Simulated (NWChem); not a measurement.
System: OH, doublet; SMILES [OH]

Output (shortened):

```
             Northwest Computational Chemistry Package (NWChem) 7.3.0
             --------------------------------------------------------

                             Geometry "geometry" -> ""
                             -------------------------

 Output coordinates in angstroms (scale by  1.889725989 to convert to a.u.)

  No.       Tag          Charge          X              Y              Z
 ---- ---------------- ---------- -------------- -------------- --------------
    1 O                    8.0000     0.00000000     0.00000000    -0.12017500
    2 H                    1.0000     0.00000000     0.00000000     0.86945400

 Effective nuclear repulsion energy (a.u.)       4.2777828782

                              NWChem Property Module
                              ----------------------

  itol2e modified to match energy
  convergence criterion.

                                 NWChem DFT Module
                                 -----------------

 Summary of "ao basis" -> "ao basis" (spherical)
 ------------------------------------------------------------------------------
       Tag                 Description            Shells   Functions and Types
 ---------------- ------------------------------  ------  ---------------------
 O                           6-31g*                  6       14   3s2p1d
 H                           6-31g*                  2        2   2s

  itol2e modified to match energy
  convergence criterion.

            General Information
            -------------------
          SCF calculation type: DFT
          Wavefunction type:  spin polarized.
          No. of atoms     :     2
          No. of electrons :     9
           Alpha electrons :     5
            Beta electrons :     4
          Charge           :     0
          Spin multiplicity:     2
          Use of symmetry is: off; symmetry adaption is: off
          Maximum number of iterations: 150
          AO basis - number of functions:    16
                     number of shells:     8
          Convergence on energy requested:  1.00D-07
          Convergence on density requested:  1.00D-05
          Convergence on gradient requested:  5.00D-04

              XC Information
              --------------
                         B3LYP Method XC Potential
                     Hartree-Fock (Exact) Exchange  0.200
                        Slater Exchange Functional  0.800 local
                    Becke 1988 Exchange Functional  0.720 non-local
              Lee-Yang-Parr Correlation Functional  0.810
                  VWN I RPA Correlation Functional  0.190 local

             Grid Information
             ----------------
          Grid used for XC integration:  fine
          Radial quadrature: Mura-Knowles
          Angular quadrature: Lebedev.
          Tag              B.-S. Rad. Rad. Pts. Rad. Cut. Ang. Pts.
          ---              ---------- --------- --------- ---------
          O                   0.60       70           5.0       590
          H                   0.35       60           5.0       590
          Grid pruning is: on
          Number of quadrature shells:   130
          Spatial weights used:  Erf1

      Superposition of Atomic Density Guess
      -------------------------------------

 Sum of atomic energies:         -75.25258477

      Non-variational initial energy
      ------------------------------

 Total energy =     -75.034696
 1-e energy   =    -111.883937
 2-e energy   =      32.571458
 HOMO         =      -0.414877
 LUMO         =       0.159324

   convergence    iter        energy       DeltaE   RMS-Dens  Diis-err
 ---------------- ----- ----------------- --------- --------- ---------
 d= 0,ls=0.0,diis     1    -75.7060906199 -8.00D+01  9.80D-03  3.72D-02
                                                     1.01D-02  2.81D-02
 d= 0,ls=0.0,diis     2    -75.7201222205 -1.40D-02  2.49D-03  3.53D-03
                                                     2.12D-03  2.39D-03
 d= 0,ls=0.0,diis     3    -75.7213375725 -1.22D-03  7.86D-04  3.16D-04
                                                     1.07D-03  4.82D-04
 d= 0,ls=0.0,diis     4    -75.7214694454 -1.32D-04  3.82D-04  1.36D-04
                                                     1.86D-04  5.28D-05
 d= 0,ls=0.0,diis     5    -75.7215079378 -3.85D-05  6.38D-05  3.28D-07
                                                     8.89D-05  1.37D-06
  Resetting Diis
 d= 0,ls=0.0,diis     6    -75.7215090583 -1.12D-06  2.22D-05  4.80D-08
                                                     1.79D-05  1.85D-08
 d= 0,ls=0.0,diis     7    -75.7215091132 -5.49D-08  1.81D-06  5.84D-10
                                                     2.96D-06  1.11D-09

         Total DFT energy =      -75.721509113203
      One electron energy =     -112.568367876813
           Coulomb energy =       41.473040855899
    Exchange-Corr. energy =       -8.903964970516
 Nuclear repulsion energy =        4.277782878228

 Numeric. integr. density =        8.999999937774

                    DFT Final Alpha Molecular Orbital Analysis
                    ------------------------------------------

 Vector    3  Occ=1.000000D+00  E=-4.648287D-01
              MO Center= -1.1D-11, -5.7D-12, -4.0D-02, r^2= 7.3D-01
   Bfn.  Coefficient  Atom+Function         Bfn.  Coefficient  Atom+Function
  ----- ------------  ---------------      ----- ------------  ---------------
     5      0.547025  1 O  pz                 9      0.309154  1 O  pz
     6     -0.296454  1 O  s                 15      0.267360  2 H  s
     2     -0.173239  1 O  s                 16      0.165480  2 H  s
     1      0.075503  1 O  s                 12      0.035077  1 O  d  0

 Vector    4  Occ=1.000000D+00  E=-4.026468D-01
              MO Center= -8.8D-13,  3.3D-13, -1.0D-01, r^2= 5.4D-01
   Bfn.  Coefficient  Atom+Function         Bfn.  Coefficient  Atom+Function
  ----- ------------  ---------------      ----- ------------  ---------------
     4     -0.503862  1 O  py                 3      0.471027  1 O  px
     8     -0.333120  1 O  py                 7      0.311412  1 O  px

 Vector    5  Occ=1.000000D+00  E=-3.275853D-01
              MO Center=  3.6D-11,  3.3D-11, -1.0D-01, r^2= 5.7D-01
   Bfn.  Coefficient  Atom+Function         Bfn.  Coefficient  Atom+Function
  ----- ------------  ---------------      ----- ------------  ---------------
     3      0.489013  1 O  px                 4      0.457146  1 O  py
     7      0.349911  1 O  px                 8      0.327108  1 O  py

[...]

          ----------------------
          Hyperfine Interactions
          ----------------------

 Total Spin Density (Fermi Contact Term)
 ------------------ --------------------
     Atom            x         y         z       Density (a.u.)      Aiso(MHz)     Aiso(Gauss)
     1  17-O      0.00000   0.00000  -0.22710       0.152187        -92.255325     -32.918938
     2   1-H      0.00000   0.00000   1.64303      -0.015378        -68.737549     -24.527225

           -------------------------------------------
           Anisotropic Interaction (Spin-Dipolar Term)
           -------------------------------------------

 ------------------------------------------------------------
     Atom            x         y         z
 ------------------------------------------------------------
     1  17-O      0.00000   0.00000  -0.22710

   Spin-Dipolar term (a.u.)
        xx             yy             zz             xy             xz             yz
 ------------------------------------------------------------------------------------------
       0.700692       1.065094      -1.765786      -2.701286       0.000000      -0.000000

   Principal Comp. of -hf- tensor (au)            Anisotropic -hfcc- (MHz)               Anisotropic -hfcc- (Gauss)
 --------------------------------------------------------------------------------------------------------------------------
     -1.824531     3.590317    -1.765786     132.021797  -259.792837   127.771040      47.108580   -92.700388    45.591807

   Orientation of the principal axis of Hyperfine Tensor w.r.t absolute (molecular) frame
 --------------------------------------------------------------------------------------------------------------------------
      0.730512    -0.682899     0.000000
      0.682899     0.730512     0.000000
     -0.000000    -0.000000     1.000000

 ------------------------------------------------------------
     Atom            x         y         z
 ------------------------------------------------------------
     2   1-H      0.00000   0.00000   1.64303

   Spin-Dipolar term (a.u.)
        xx             yy             zz             xy             xz             yz
 ------------------------------------------------------------------------------------------
      -0.087218      -0.081862       0.169080      -0.039699      -0.000000       0.000000

   Principal Comp. of -hf- tensor (au)            Anisotropic -hfcc- (MHz)               Anisotropic -hfcc- (Gauss)
 --------------------------------------------------------------------------------------------------------------------------
     -0.124329    -0.044751     0.169080     -66.335846   -23.877111    90.212957     -23.670239    -8.519932    32.190172

   Orientation of the principal axis of Hyperfine Tensor w.r.t absolute (molecular) frame
 --------------------------------------------------------------------------------------------------------------------------
      0.730512    -0.682900    -0.000000
      0.682900     0.730512     0.000000
      0.000000    -0.000000     1.000000
```

Level: B3LYP/6-31G* (spherical d), spin-unrestricted, contact and dipolar terms. The state is orbitally degenerate and is run as one real component. The geometry was optimised at PBE0/def2-SVP, spin-unrestricted. No stability test was run on the SCF state. B3LYP is NWChem's, with the RPA form of VWN correlation.

Problem. Which NWChem input produces such a log?

Solution. One answer among several that fit: the input that was run:
```
start job
memory heap 200 mb stack 900 mb global 1100 mb
geometry units angstroms noautosym nocenter noautoz
  O      0.000000     0.000000    -0.120175
  H      0.000000     0.000000     0.869454
end
basis spherical
  * library 6-31g*
end
dft
  odft
  mult 2
  xc b3lyp
  iterations 150
end
property
  hyperfine
end
task dft property
```
